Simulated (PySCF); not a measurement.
This PySCF input asks for the NMR shieldings of `InChI=1S/H2O/h1H2`; the geometry comes from GFN2-xTB.

```python
import basis_set_exchange as bse
import numpy as np
from pyscf import gto, dft
from pyscf.prop import nmr

atoms = """
O     0.004291    0.378521   -0.002555
H    -0.768585   -0.189524   -0.011120
H     0.775774   -0.191535    0.001121
"""
names = dict.fromkeys(["O", "H"], "6-311+G(2d,p)")
basis = {el: gto.basis.parse(bse.get_basis(n, elements=[el], fmt="nwchem")) for el, n in names.items()}
mol = gto.M(atom=atoms, basis=basis, charge=0, verbose=0)
mf = dft.RKS(mol, xc="HYB_GGA_XC_BHANDHLYP")
mf.grids.level = 2
mf.grids.alignment = dft.numint.BLKSIZE   # the property module wants whole blocks of grid points
mf.conv_tol = 1e-9
mf.kernel()

calc = nmr.RKS(mf)   # GIAO
C = mf.mo_coeff
Co = C[:, mf.mo_occ > 0]
resp = mf.gen_response(singlet=True, hermi=2)
def vind(x):   # induced exchange potential for any number of trial vectors
    d = np.einsum("pi,xij,qj->xpq", C, 2 * x.reshape(-1, C.shape[1], Co.shape[1]), Co, optimize=True)
    return np.einsum("xpq,pi,qj->xij", resp(d - d.transpose(0, 2, 1)), C, Co, optimize=True).ravel()
mo1, _ = nmr.rhf.solve_mo1(calc, with_cphf=vind)
sigma = calc.kernel(mo1)
for i, s in enumerate(sigma):   # ppm
    w = np.linalg.eigvalsh((s + s.T) / 2)
    print("%2d %-2s iso %8.1f  s11 %8.1f  s22 %8.1f  s33 %8.1f" % (i, mol.atom_pure_symbol(i), w.mean(), *w))
```

Q: What does it print?

A: 
```
 0 O  iso    326.5  s11    300.4  s22    317.8  s33    361.2
 1 H  iso     31.3  s11     24.3  s22     25.7  s33     44.1
 2 H  iso     31.3  s11     24.3  s22     25.7  s33     44.1
```

These numbers come from an equivalent density-fitted implementation of the same equations, which agrees with the script to about 0.01 ppm for H and up to a few tenths of a ppm for heavy atoms, so last digits may differ.

Size and cost of the density-fitted run: 39 basis functions, of the order of 0.3 core-seconds.
